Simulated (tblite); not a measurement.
Species: C6H8 (charge +1 and doublet state).
Geometry (GFN2-xTB, Å), atoms numbered from 1 in this order:
```xyz
14
C6H8 angstrom
C      2.435    0.598    0.752
C      1.404   -0.253    0.539
C      0.403   -0.035   -0.461
C     -0.388   -1.246   -0.942
C     -1.152   -0.396   -0.347
C     -2.303    0.341    0.078
H      3.131    0.439    1.559
H      2.593    1.470    0.136
H      1.319   -1.154    1.133
H      0.540    0.845   -1.085
H     -0.146   -2.225   -1.281
H     -2.227    0.607    1.134
H     -2.408    1.269   -0.492
H     -3.201   -0.259   -0.097
```

All values are computed: GFN2-xTB (tblite) harmonic vibrations without scaling, gas phase. Errors from tens to a few hundred cm⁻¹ against measured bands are possible. One conformer, not necessarily the lowest. Open shells enter through the occupations alone, without spin polarisation, and single modes of such species can be off by tens of per cent.

Harmonic wavenumbers (cm⁻¹): 97.4, 102.9, 164.3, 265.3, 307.0, 373.8, 412.1, 506.2, 533.9, 654.7, 821.1, 872.4, 884.8, 904.3, 931.5, 961.1, 977.5, 1001.2, 1030.7, 1178.3, 1228.2, 1273.5, 1340.9, 1359.3, 1371.4, 1375.6, 1514.8, 1888.2, 2960.1, 2981.8, 2988.3, 3008.1, 3058.9, 3095.3, 3134.7, 3212.6.

A = 8576, B = 2103, C = 1829 MHz; mass 80.063 u (most abundant isotopes); point group C1, symmetry number 1; spin multiplicity 2.

Zero-point energy?

Half the sum of the wavenumbers: 24386 cm⁻¹ = 291.72 kJ/mol.

Give the ideal-gas entropy at 298.15 K and 1 bar in the rigid-rotor, harmonic-oscillator model (classical rotation).

Translation 163.52, rotation 111.63, vibration 72.52, spin (R ln 2) 5.76: S = 353.4 J/(mol K).

And Cp and H(298.15 K) − H(0)?

Cp = 120.27 J/(mol K), of which vibrations give 87.01 (their classical limit is 36 R = 299.3); H(298.15 K) − H(0) = 22.20 kJ/mol without the zero-point energy, 12.28 from vibrations.

Blend soft modes into free rotors: weight 1/[1 + (100 cm⁻¹/ν̃)⁴] for the oscillator and the rest for a rotor with moment μB/(μ + B), μ = h/(8π²ν), B = 10⁻⁴⁴ kg m². What vibrational entropy results?

70.01 J/(mol K) in place of 72.52, which changes −T·S at 298.15 K by +0.75 kJ/mol.

How do the functions run with temperature in this model?

```tsv
T (K)	S (J/(mol K))	Cp (J/(mol K))	H − H(0) (kJ/mol)	G − H(0) (kJ/mol)	ln q(vib)
100	261.3	59.9	4.43	-21.70	0.68
200	312.0	89.6	11.91	-50.48	2.17
300	354.2	120.8	22.42	-83.83	3.80
500	429.4	175.4	52.35	-162.36	7.20
800	524.0	226.7	113.35	-305.89	12.25
1000	577.2	249.2	161.05	-416.12	15.42
```

q(vib) and H(0) count from the zero-point level.

What must be added to the electronic energy to get the Gibbs energy at 298.15 K and 1 bar?

ZPE + [H(298.15 K) − H(0)] − T·S = 291.72 + 22.20 − 105.37 = 208.55 kJ/mol.

Hindered rotation and anharmonicity are outside this model. Other conformers, if any are populated, would add a mixing term that is left out. The structure is chiral; the term R ln 2 for an equal mix with its mirror image is left out.
